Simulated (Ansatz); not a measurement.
**BC (doublet): wave-function methods side by side, def2-QZVPP**

One table from this session's results is given with a row withheld; the runs are named, their logs left out.

Computed with Ansatz 0.2.0, Gaussian basis. Level: def2-QZVPP, core rule «outside noble gas», up to 2 orbitals frozen.

Plan: UHF; ROHF; CCSD(T) on UHF.

2 further runs of the same task are left out: 2 set aside as unsound or not needed.

## The system

The geometry is a PBE0/def2-TZVP stationary point (not a proven minimum).

2 atoms, charge 0, spin multiplicity 2.

Atoms are counted from 1 here; the program's logs count them from 0.

Bond lengths: B1–C2 1.489 Å.

Set-up of the first run:

in.yaml

```yaml
crystal:
  periodic: [false, false, false]
  atoms:
    - {symbol: B, position_ang: [0.000000, 0.000000, 0.000000]}
    - {symbol: C, position_ang: [0.000000, 0.000000, 1.488912]}
basis:
  gaussian: {orbitals: "def2-QZVPP.json"}
magnetization: {spin_polarized: true, initial_magnetization: 1}
hamiltonian: {xc: hf}
output: {orbitals: {seedname: orbitals}}
```

Command:

```bash
ansatz run in.yaml --threads 1 --pin off --events-out ev --progress --plain --max-ram 2393MiB
```

Steps of the session up to this table: UHF; ROHF; CCSD(T) on UHF.

One of the session's tables, all rows but one given; the rest of the session is left out.

It belongs to the step «Misses and costs». 

| method | from UCCSD(T) (meV) |
| --- | --- |
| ROHF | +7039.0 |
| UHF | +5489.3 |
| UMP2 | +1621.0 |
| UCCSD | ? |
| UCCSD(T) | 0 |

Estimate the missing values for UCCSD.

As computed: from UCCSD(T) (meV): +425.4. In the column «from UCCSD(T) (meV)» it lies between UCCSD(T) (0) and UMP2 (+1621.0).

The program flags UCCSD(T) as in doubt (see the logs), so the zero of the table is itself unsure.

To keep in mind: The determinant is far from a pure spin state, so its energy mixes those of several spin states (harmless only where they are near-degenerate, as at dissociation). The program flags UCCSD(T) as in doubt, so the zero of the table is itself unsure.
